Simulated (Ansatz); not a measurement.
# CHN (singlet): from Hartree-Fock to the top rungs, cc-pVDZ

The task here is to estimate one member of a computed series from the others.

Computed with Ansatz 0.2.0, Gaussian basis. Level: cc-pVDZ, core rule «outside noble gas», up to 2 orbitals frozen.

The runs, in order: UHF; CCSD(T) on RHF; BCCD(T) on RHF; CISD; CCSDT(Q) on RHF; CCSDTQ on RHF; CASSCF and MRCISD+Q, 10 electrons in 9 orbitals; CASSCF and NEVPT2, 10 electrons in 9 orbitals.

3 further runs of the same task are left out: 3 set aside as unsound or not needed.

### The system

The geometry is a PBE0/def2-TZVP stationary point (not a proven minimum).

3 atoms, charge 0, spin multiplicity 1.

Atoms are counted from 1 here; the program's logs count them from 0.

Bond lengths: N1–C2 1.146 Å, C2–H3 1.069 Å. Angles: N1–C2–H3 180.0°.

Set-up of the first run:

The input, in.yaml:

```yaml
crystal:
  periodic: [false, false, false]
  atoms:
    - {symbol: N, position_ang: [0.000000, 0.000000, 1.119979]}
    - {symbol: C, position_ang: [0.000000, 0.000000, -0.025627]}
    - {symbol: H, position_ang: [0.000000, 0.000000, -1.094352]}
basis:
  gaussian: {orbitals: cc-pVDZ}
magnetization: {spin_polarized: true, initial_magnetization: 0}
hamiltonian: {xc: hf}
output: {orbitals: {seedname: orbitals}}
```

The run is started by

```
$ ansatz run in.yaml --threads 1 --pin off --events-out ev --progress --plain --max-ram 4096MiB --backend cpu
```

Among the steps run: UHF; CCSD(T) on RHF; BCCD(T) on RHF; CISD; CCSDT(Q) on RHF; CCSDTQ on RHF; CASSCF and MRCISD+Q, 10 electrons in 9 orbitals; CASSCF and NEVPT2, 10 electrons in 9 orbitals.

One of the session's tables, all rows but one given; the rest of the session is left out.

```
          method  from RCCSDTQ (kJ/mol)
             RHF                 +800.8
            RMP2                  +59.0
            CISD                  +89.1
           RCCSD                  +34.3
        RCCSD(T)                   +3.7
         BCCD(T)                      ?
          RCCSDT                   +3.1
       RCCSDT(Q)                   -0.5
         RCCSDTQ                      0
  CASSCF valence                 +413.2
  NEVPT2 valence                  +78.9
  MRCISD valence                  +19.1
MRCISD+Q valence                   +0.3
```

**Question.** Estimate the row for BCCD(T).

**Answer.** from RCCSDTQ (kJ/mol): +3.8. In the column «from RCCSDTQ (kJ/mol)» it lies between RCCSD(T) (+3.7) and MRCISD valence (+19.1).
